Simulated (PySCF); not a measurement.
Compound: C2ClFN (charge -1).
Structure used (PBE0-D3(BJ)/def2-SVP), in Å, numbered top down from 1:
```
atom  x, y, z in Å
N1     2.049   -0.050    0.107
C2     0.879    0.049    0.099
C3    -0.511    0.320    0.275
F4    -1.014    0.987   -0.839
Cl5   -1.395   -1.307    0.335
```

The calculation used delta-SCF UKS SCAN, pcX-2 on the ionised atom, pcseg-1 elsewhere, spin-free X2C in PySCF. Every row has its own mixed basis.

```
ionised atom  basis functions  E(ground) (Eh)  E(ionised) (Eh)
          C2              105      -692.32069       -681.78780
          C3              105      -692.31978       -681.74043
          N1              105      -692.32619       -677.65451
          F4              105      -692.36222       -667.10145
         Cl5              116      -692.48324       -588.73088
```

Problem. Turn these total energies into binding energies.

Solution. E(ionised) − E(ground), at 27.2114 eV a hartree:

```json
{"atom": "C2", "environment": "carbon bonded to C and N", "difference (Eh)": "10.53289", "binding energy (eV)": "286.61"}
{"atom": "C3", "environment": "carbon bonded to C, Cl and F", "difference (Eh)": "10.57935", "binding energy (eV)": "287.88"}
{"atom": "N1", "environment": "nitrogen bonded to C", "difference (Eh)": "14.67168", "binding energy (eV)": "399.24"}
{"atom": "F4", "environment": "fluorine bonded to C", "difference (Eh)": "25.26077", "binding energy (eV)": "687.38"}
{"atom": "Cl5", "environment": "chlorine bonded to C", "difference (Eh)": "103.75236", "binding energy (eV)": "2823.25"}
```

Problem. How much do the ground-state energies differ, and what would follow from using one of them for all holes?

Solution. They run from -692.4832 Eh (core basis on Cl5) to -692.3198 Eh (on C3), 0.1634 Eh or 4.45 eV apart, for one and the same state in different bases and grids. Pairing the ion of C3 with the ground state of Cl5 would put its binding energy 4.45 eV too high.

Only 1s holes are shown. The species carries charge -1, so core ionisation leaves a neutral species. The basis sets have no added diffuse functions. Isolated species at its PBE0-D3(BJ)/def2-SVP geometry, gas phase. The geometry's basis has no diffuse functions, a weakness for an anion.

On one thread, Arm Neoverse V2, shared host, this took 18 s of wall time.
